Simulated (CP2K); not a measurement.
# AlCl (aluminium monochloride) at PBE/DZVP-MOLOPT-SR-GTH (core potential)

What is the vertical singlet–triplet gap of AlCl (aluminium monochloride) at PBE/DZVP-MOLOPT-SR-GTH (core potential)? 

The results are computed with CP2K 2026.2.

**1. The molecule**

AlCl: 2 atoms, total charge 0, spin state singlet. As SMILES, `[Al][Cl]`. Geometry: the measured bond length.

Bond lengths: Al1–Cl2 2.130 Å.

**2. A single-point energy at PBE/DZVP-MOLOPT-SR-GTH (core potential)**

mol.inp

```
&GLOBAL
  PROJECT mol
  RUN_TYPE ENERGY
  PRINT_LEVEL MEDIUM
&END GLOBAL

&FORCE_EVAL
  METHOD QUICKSTEP
  &DFT
    BASIS_SET_FILE_NAME BASIS_MOLOPT
    POTENTIAL_FILE_NAME GTH_POTENTIALS
    CHARGE 0
    MULTIPLICITY 1
    # Quickstep
    &QS
      METHOD GPW
      EPS_DEFAULT 1.0E-10
    &END QS
    # real-space grids
    &MGRID
      CUTOFF 400
      REL_CUTOFF 50
      NGRIDS 4
    &END MGRID
    # cluster boundary conditions
    &POISSON
      PERIODIC NONE
      POISSON_SOLVER MULTIPOLE
    &END POISSON
    # SCF settings
    &SCF
      SCF_GUESS ATOMIC
      EPS_SCF 1.0E-06
      MAX_SCF 100
      ADDED_MOS 3
      &DIAGONALIZATION
        ALGORITHM STANDARD
      &END DIAGONALIZATION
      &MIXING
        METHOD BROYDEN_MIXING
        ALPHA 0.4
        NBUFFER 4
      &END MIXING
    &END SCF
    &XC
      &XC_FUNCTIONAL PBE
      &END XC_FUNCTIONAL
    &END XC
    # extra output
    &PRINT
      &MOMENTS
        PERIODIC F
        REFERENCE COM
        MAX_MOMENT 1
      &END MOMENTS
      &MO ON
        ENERGIES T
        OCCUPATION_NUMBERS T
        NDIGITS 6
        &EACH
          QS_SCF 0
        &END EACH
        ADD_LAST NUMERIC
      &END MO
      &HIRSHFELD OFF
      &END HIRSHFELD
    &END PRINT
  &END DFT
  # atoms, cell and kinds
  &SUBSYS
    &CELL
      ABC [angstrom] 7 7 9.1
      PERIODIC NONE
    &END CELL
    &COORD
      SCALED T
      Al   0.50000000   0.50000000   0.38296082
      Cl   0.50000000   0.50000000   0.61703918
    &END COORD
    &KIND Al
      BASIS_SET DZVP-MOLOPT-SR-GTH-q3
      POTENTIAL GTH-PBE-q3
    &END KIND
    &KIND Cl
      BASIS_SET DZVP-MOLOPT-SR-GTH-q7
      POTENTIAL GTH-PBE-q7
    &END KIND
  &END SUBSYS
&END FORCE_EVAL
```

The run is started by

```bash
$ OMP_NUM_THREADS=1 cp2k.psmp -i mol.inp -o mol.out
```

Output, shortened:

```text
CP2K| version string:                                       CP2K version 2026.2
[...]
 GLOBAL| Method name                                                        CP2K
[...]
 GLOBAL| Run type                                                         ENERGY
[...]
 DFT| Spin restricted Kohn-Sham (RKS) calculation                            RKS
 DFT| Multiplicity                                                             1
[...]
 DFT| Charge                                                                   0
[...]
 FUNCTIONAL| PBE:
 QS| Method:                                                                 GPW
[...]
 QS| Density cutoff [a.u.]:                                                200.0
[...]
 QS| Relative density cutoff [a.u.]:                                        25.0
[...]
                             - Atoms:                                          2
[...]
                             - Spherical basis functions:                     26
[...]
 Number of electrons:                                                         10
[...]
     1 NoMix/Diag. 0.40E+00    0.6     0.41570026       -16.9721777670 -1.70E+01
[...]
    16 Broy./Diag. 0.40E+00    0.7     0.00000038       -17.0491472334  3.39E-06
  *** SCF run converged in    16 steps ***
[...]
  Overlap energy of the core charge distribution:               0.00000000019748
  Self energy of the core charge distribution:                -39.35566363284349
  Core Hamiltonian energy:                                      8.85048329510672
  Hartree energy:                                              17.06164097057639
  Exchange-correlation energy:                                 -3.60560786648682
  Total energy:                                               -17.04914723344972
[...]
                     Mulliken Population Analysis
 #  Atom  Element  Kind  Atomic population                           Net charge
       1     Al       1          2.734267                              0.265733
       2     Cl       2          7.265733                             -0.265733
 # Total charge                             10.000000                  0.000000
[...]
  Dipole moment [Debye]
    X= -0.9203358E-11 Y= -0.9200820E-11 Z= -0.1384394E+01  Total=      1.3843944
 ENERGY| Total FORCE_EVAL ( QS ) energy [hartree]            -17.049147233449723
[...]
```

Run time: 11 s. Hardware: 1 thread of Arm Neoverse V1, shared host; peak memory 0.66 GiB.

**3. The triplet, same level**

molecule.xyz

```xyz
2

Al     0.000000     0.000000     0.000000
Cl     0.000000     0.000000     2.130113
```

molecule.inp

```
&FORCE_EVAL
    METHOD QS
    &DFT
        BASIS_SET_FILE_NAME BASIS_MOLOPT
        POTENTIAL_FILE_NAME GTH_POTENTIALS
        MULTIPLICITY 3
        UKS T
        ! Quickstep
        &QS
            METHOD GPW
            EPS_DEFAULT 1.0E-10
        &END QS
        &MGRID
            CUTOFF 400
            REL_CUTOFF 50
            NGRIDS 4
        &END MGRID
        ! no periodic images
        &POISSON
            PERIODIC NONE
            POISSON_SOLVER MULTIPOLE
        &END POISSON
        &SCF
            SCF_GUESS ATOMIC
            EPS_SCF 1.0E-06
            MAX_SCF 30
            &OT
                MINIMIZER DIIS
                PRECONDITIONER FULL_ALL
            &END OT
            &OUTER_SCF
                EPS_SCF 1.0E-06
                MAX_SCF 8
            &END OUTER_SCF
        &END SCF
        &XC
            &XC_FUNCTIONAL PBE
            &END XC_FUNCTIONAL
        &END XC
        ! extra output
        &PRINT
            &MOMENTS
                PERIODIC F
                REFERENCE COM
                MAX_MOMENT 1
            &END MOMENTS
            &MO_CUBES
                NLUMO 5
                NHOMO -1
                WRITE_CUBE F
            &END MO_CUBES
            &HIRSHFELD OFF
            &END HIRSHFELD
        &END PRINT
    &END DFT
    ! atoms, cell and kinds
    &SUBSYS
        &CELL
            ABC 7 7 9.1
            PERIODIC NONE
        &END CELL
        &TOPOLOGY
            COORD_FILE_NAME molecule.xyz
            COORD_FILE_FORMAT XYZ
            &CENTER_COORDINATES
            &END CENTER_COORDINATES
        &END TOPOLOGY
        &KIND Al
            BASIS_SET DZVP-MOLOPT-SR-GTH-q3
            POTENTIAL GTH-PBE-q3
        &END KIND
        &KIND Cl
            BASIS_SET DZVP-MOLOPT-SR-GTH-q7
            POTENTIAL GTH-PBE-q7
        &END KIND
    &END SUBSYS
&END FORCE_EVAL
&GLOBAL
    PROJECT molecule
    RUN_TYPE ENERGY
    PRINT_LEVEL MEDIUM
&END GLOBAL
```

The run is started by

```bash
$ OMP_NUM_THREADS=1 cp2k.psmp -i molecule.inp -o molecule.out
```

Output, shortened:

```text
CP2K| version string:                                       CP2K version 2026.2
[...]
 GLOBAL| Method name                                                        CP2K
[...]
 GLOBAL| Run type                                                         ENERGY
[...]
 DFT| Spin unrestricted (spin-polarized) Kohn-Sham calculation               UKS
 DFT| Multiplicity                                                             3
[...]
 DFT| Charge                                                                   0
[...]
 FUNCTIONAL| PBE:
 QS| Method:                                                                 GPW
[...]
 QS| Density cutoff [a.u.]:                                                200.0
[...]
 QS| Relative density cutoff [a.u.]:                                        25.0
[...]
                             - Atoms:                                          2
[...]
                             - Spherical basis functions:                     26
[...]
 Number of electrons:                                                          6
[...]
     1 OT DIIS     0.15E+00    0.9     0.08134339       -16.6408931143 -1.66E+01
[...]
    26 OT DIIS     0.15E+00    1.0     0.00000078       -16.9480368856 -4.87E-10
  *** SCF run converged in    26 steps ***
[...]
  Overlap energy of the core charge distribution:               0.00000000019748
  Self energy of the core charge distribution:                -39.35566363284349
  Core Hamiltonian energy:                                      8.85516584357936
  Hartree energy:                                              17.17733592239794
  Exchange-correlation energy:                                 -3.62487501890122
  Total energy:                                               -16.94803688556993
[...]
                     Mulliken Population Analysis
 #  Atom  Element  Kind  Atomic population (alpha,beta) Net charge  Spin moment
       1     Al       1         2.317990     0.457476     0.224535     1.860514
       2     Cl       2         3.682010     3.542524    -0.224535     0.139486
 # Total charge and spin        6.000000     4.000000    -0.000000     2.000000
[...]
  Dipole moment [Debye]
    X= -0.7470444E-06 Y=  0.1376259E-05 Z= -0.1897180E+01  Total=      1.8971803
[...]
 HOMO - LUMO gap [eV] :    3.077054
 ENERGY| Total FORCE_EVAL ( QS ) energy [hartree]            -16.948036885569934
[...]
```

It took 28 s on 1 thread of Arm Neoverse V1, shared host; peak memory 0.58 GiB.

**4. Summary of results**

At PBE/DZVP-MOLOPT-SR-GTH (core potential):

```
                                        quantity         value
                           singlet: total energy  -17.04915 Eh
                          singlet: dipole moment        1.38 D
                            singlet: HOMO energy      -5.78 eV
                            singlet: LUMO energy      -2.04 eV
                          singlet: HOMO–LUMO gap       3.74 eV
                           triplet: total energy  -16.94804 Eh
                          triplet: dipole moment        1.90 D
     triplet: HOMO energy (highest over α and β)      -3.05 eV
                                   triplet: ⟨S²⟩         2.003
vertical energy of the triplet above the singlet      2.751 eV
```

**Reading.** At this shape the triplet lies 2.75 eV (63 kcal/mol) above the singlet.
